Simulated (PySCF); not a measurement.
Species: nitrogen trifluoride, NF₃.
SMILES: `FN(F)F`

Theory: B3LYP/def2-SVPD in PySCF (dipole) on a GFN2-xTB geometry, gas phase.

Take the most abundant isotopes and a rigid rotor. 

What are A, B and C (GHz)?

Ia = 46.86, Ib = 46.87, Ic = 86.23 u·Å²; 505379 MHz·u·Å²/I gives 10784, 10783 and 5861 MHz, that is A = 10.784, B = 10.783, C = 5.8609 GHz.

Classify the top.

An oblate symmetric top, as the point group C3v requires two equal moments; the computed ones differ by 0.01 % because the geometry is symmetric only within the optimiser's tolerance: κ = (2 × 10783 − 10784 − 5861)/(10784 − 5861) = 1.00.

What does the inertial defect say?

Not planar: Δ = Ic − Ia − Ib = -7.50 u·Å². For a rigid frame Δ = −2 Σ m c², so Σ m c² = 3.75 u·Å² lies off the ab plane. The atom farthest from that plane is 0.46 Å away.

Give the other two planar moments, Paa and Pbb, and the rms extents of the mass along the axes.

Paa = Σ m a² = (Ib + Ic − Ia)/2 = 43.12 and Pbb = Σ m b² = (Ia + Ic − Ib)/2 = 43.11 u·Å². With the mass M = 71.00 u, the rms extents √(P/M) along a, b and c are 0.78, 0.78, 0.23 Å.

Where do the R-branch lines fall?

The dipole of 0.11 D lies along the symmetry axis, so ΔK = 0 and J+1 ← J falls at 2B(J+1) for every K: 21.57 GHz, 43.13 GHz, 64.70 GHz, 86.27 GHz, 107.83 GHz for J = 0 to 4.

No frequency check. These are rigid-rotor constants of the computed structure; measured ground-state constants (B0) also hold zero-point vibration.
